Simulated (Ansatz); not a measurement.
Relaxation of AlH₃O₂ (6 atoms, charge 0, multiplicity 1), to a largest force component of 0.03 eV/Å in at most 50 steps.

The calculation used UKS PBE-D4/def2-SVP in Ansatz.

```xyz
6
Properties=species:S:1:pos:R:3:forces:R:3
Al -1.452 0.066 -0.479 0.43 0.02 0.11
O 1.595 0.311 0.300 -0.32 0.22 -0.01
O -0.782 -1.418 -0.559 0.09 0.05 0.03
H 1.243 -0.518 -0.085 -0.20 -0.29 -0.13
H -2.205 1.457 -0.430 0.00 0.00 0.00
H 1.601 0.101 1.253 0.00 -0.01 0.01
```

Q: Where does it end, and by what steps?

A: It converged. After 22 steps the energy has fallen by 3.066 eV; H4 moved furthest, 2.00 Å. Parted: O2–H4. Joined: Al1–O2, O3–H4.

```json
{"step": "0", "energy less start (eV)": "0.0000", "largest force component (eV/Å)": "0.429", "accepted": "yes"}
{"step": "1", "energy less start (eV)": "-0.1346", "largest force component (eV/Å)": "0.677", "accepted": "yes"}
{"step": "2", "energy less start (eV)": "-0.3826", "largest force component (eV/Å)": "1.063", "accepted": "yes"}
{"step": "3", "energy less start (eV)": "-0.6563", "largest force component (eV/Å)": "0.592", "accepted": "yes"}
{"step": "4", "energy less start (eV)": "-0.5755", "largest force component (eV/Å)": "2.092", "accepted": "no"}
{"step": "5", "energy less start (eV)": "-0.7517", "largest force component (eV/Å)": "0.411", "accepted": "yes"}
{"step": "6", "energy less start (eV)": "-0.7850", "largest force component (eV/Å)": "0.490", "accepted": "yes"}
{"step": "7", "energy less start (eV)": "-0.8728", "largest force component (eV/Å)": "1.088", "accepted": "yes"}
{"step": "8", "energy less start (eV)": "-1.0269", "largest force component (eV/Å)": "1.533", "accepted": "yes"}
{"step": "9", "energy less start (eV)": "-1.5582", "largest force component (eV/Å)": "1.773", "accepted": "yes"}
{"step": "10", "energy less start (eV)": "-1.8747", "largest force component (eV/Å)": "4.444", "accepted": "yes"}
{"step": "11", "energy less start (eV)": "-2.3834", "largest force component (eV/Å)": "2.209", "accepted": "yes"}
{"step": "12", "energy less start (eV)": "-2.5547", "largest force component (eV/Å)": "1.887", "accepted": "yes"}
{"step": "13", "energy less start (eV)": "-2.6671", "largest force component (eV/Å)": "1.413", "accepted": "yes"}
{"step": "14", "energy less start (eV)": "-2.1374", "largest force component (eV/Å)": "9.436", "accepted": "no"}
{"step": "15", "energy less start (eV)": "-2.7900", "largest force component (eV/Å)": "0.869", "accepted": "yes"}
{"step": "16", "energy less start (eV)": "-2.8768", "largest force component (eV/Å)": "0.269", "accepted": "yes"}
{"step": "17", "energy less start (eV)": "-2.9558", "largest force component (eV/Å)": "0.199", "accepted": "yes"}
{"step": "18", "energy less start (eV)": "-3.0332", "largest force component (eV/Å)": "0.245", "accepted": "yes"}
{"step": "19", "energy less start (eV)": "-3.0482", "largest force component (eV/Å)": "0.234", "accepted": "yes"}
{"step": "20", "energy less start (eV)": "-3.0621", "largest force component (eV/Å)": "0.245", "accepted": "yes"}
{"step": "21", "energy less start (eV)": "-3.0647", "largest force component (eV/Å)": "0.174", "accepted": "yes"}
{"step": "22", "energy less start (eV)": "-3.0659", "largest force component (eV/Å)": "0.008", "accepted": "yes"}
```

```xyz
6
Properties=species:S:1:pos:R:3
Al -0.374 0.200 -0.074
O 1.116 0.549 0.708
O -0.568 -1.334 -0.811
H 0.127 -2.011 -0.807
H -1.598 1.203 -0.165
H 1.297 1.393 1.149
```

Whether the end is a true minimum wasn't checked by a vibrational analysis.

The run took 100 s on 2 threads of Intel(R) Xeon(R) Processor @ 2.50GHz (Skylake/Cascade Lake) (shared host), peak memory 0.14 GiB.
